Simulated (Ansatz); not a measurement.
Basis-set extrapolation for `CCOCCF` (PBE0-D4/def2-TZVP geometry, frozen core, Ansatz). Multiplicity 1, RHF reference.

```csv
,def2-TZVPP,def2-QZVPP
HF,-331.134317,-331.149732
MP2 correlation,-1.176589,-1.264173
CCSD(T) correlation,-1.268294,not run
```

Energies in hartree. Use E(X) = E(∞) + A·exp(−7.88·√X) for Hartree–Fock and E(X) = E(∞) + B·X^(−2.97) for correlation, with X = 3 and 4, and add CCSD(T) minus MP2 of the smaller set to the MP2 limit.

Question: What is the CCSD(T) energy at the basis-set limit?

Answer: HF limit: -331.149732 + (-0.015415) × 0.13774 = -331.15186. MP2 limit: -1.264173 + (-0.087584) × 0.74074 = -1.32905. Higher-order term: -1.268294 − (-1.176589) = -0.09170. Total: -332.57261 hartree, 446.3 kJ/mol below CCSD(T)/def2-TZVPP.
